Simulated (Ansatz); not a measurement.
**B₂+ (quartet): the correlation ladder at distance B1–B2 = 1.628 Å, cc-pVTZ**

How much of the correlation energy of B₂+ (quartet) does each wave-function method recover here?

The runs use Ansatz 0.2.0, Gaussian basis; cc-pVTZ, core rule «outside noble gas», up to 2 orbitals frozen.

Plan: UHF; CCSD(T) on ROHF; CCSD(T) on UHF; BCCD(T) on ROHF; CISD as a restricted active space (open shells left free, so some higher excitations enter); CCSDT(Q) on ROHF; CCSDT(Q) on UHF; CASSCF and MRCISD+Q, 5 electrons in 5 orbitals; CASSCF and NEVPT2, 5 electrons in 5 orbitals; CASSCF and MRCISD+Q, 5 electrons in 8 orbitals; CASSCF and NEVPT2, 5 electrons in 8 orbitals; Full CI.

29 further runs of the same task are left out: 8 for a known fault of the program, 15 that didn't finish, 6 set aside as unsound or not needed. Runs told in other sessions of the task aren't counted.

## (1) What is computed

The geometry derives from a PBE0/def2-TZVP stationary point (not a proven minimum). One bond is set to the value named and the two fragments are kept rigid.

2 atoms, charge 1, spin multiplicity 4.

Atoms are counted from 1 here; the program's logs count them from 0.

Bond lengths: B1–B2 1.628 Å.

## (2) UHF

Input file in.yaml:

```yaml
crystal:
  periodic: [false, false, false]
  atoms:
    - {symbol: B, position_ang: [0.000000, 0.000000, 0.000000]}
    - {symbol: B, position_ang: [0.000000, 0.000000, 1.628200]}
basis:
  gaussian: {orbitals: cc-pVTZ}
total_charge: 1
magnetization: {spin_polarized: true, initial_magnetization: 3}
hamiltonian: {xc: hf}
output: {orbitals: {seedname: orbitals}}
```

Run with:

```bash
$ ansatz run in.yaml --threads 1 --pin off --events-out ev --progress --plain --max-ram 2393MiB
```

Further steps of the session: CCSD(T) on ROHF; CCSD(T) on UHF; BCCD(T) on ROHF; CISD as a restricted active space (open shells left free, so some higher excitations enter); CCSDT(Q) on ROHF; CCSDT(Q) on UHF; CASSCF and MRCISD+Q, 5 electrons in 5 orbitals; CASSCF and NEVPT2, 5 electrons in 5 orbitals; CASSCF and MRCISD+Q, 5 electrons in 8 orbitals; CASSCF and NEVPT2, 5 electrons in 8 orbitals; Full CI.

Before running them: what should the planned runs give, taken together? Wanted: FCI from the RHF energy; RMP2 from FCI; UMP2 from FCI; RCCSD from FCI; RCCSD(T) from FCI; UCCSD(T) from FCI; RCCSDT(Q) from FCI; UCCSDT(Q) from FCI; NEVPT2 valence from FCI.

**Answer**, as computed:

```
                         quantity                                                                                                value
          FCI from the ROHF energy                                                                                           -2.4694 eV
                    RMP2 from FCI                                                                                           +635.6 meV
                    UMP2 from FCI                                                                                           +634.0 meV
                   RCCSD from FCI                                                                                           +111.0 meV
                RCCSD(T) from FCI                                                                                            +27.0 meV
                UCCSD(T) from FCI                                                                                            +26.2 meV
               RCCSDT(Q) from FCI                                                                                             +0.6 meV
               UCCSDT(Q) from FCI                                                                                             -0.1 meV
          NEVPT2 valence from FCI                                                                                           +300.9 meV
        MRCISD+Q valence from FCI                                                                                            +15.0 meV
levels within 1 kcal/mol (43 meV)  RCCSD(T), UCCSD(T), BCCD(T), RCCSDT, UCCSDT, RCCSDT(Q), UCCSDT(Q), MRCISD valence, MRCISD+Q valence
                    T1 diagnostic                                                                                                0.021
   effectively unpaired electrons                                                                                                 3.03
```

In words: RCCSD(T) misses by +27.0 meV, 1.1 % of the correlation energy. One determinant dominates. Of the multireference levels listed MRCISD+Q valence comes nearest in total energy (+15.0 meV), which doesn't show that its space is the better one. These misses are within one basis, not against nature; the frozen cores of restricted and unrestricted runs differ, which can shift their rows.

Levels on UHF freeze UHF's core orbitals, full CI those of ROHF, so the U rows can settle a little off it for that reason alone.

With open shells the CI space here admits some higher excitations, so it is larger than plain CISD.
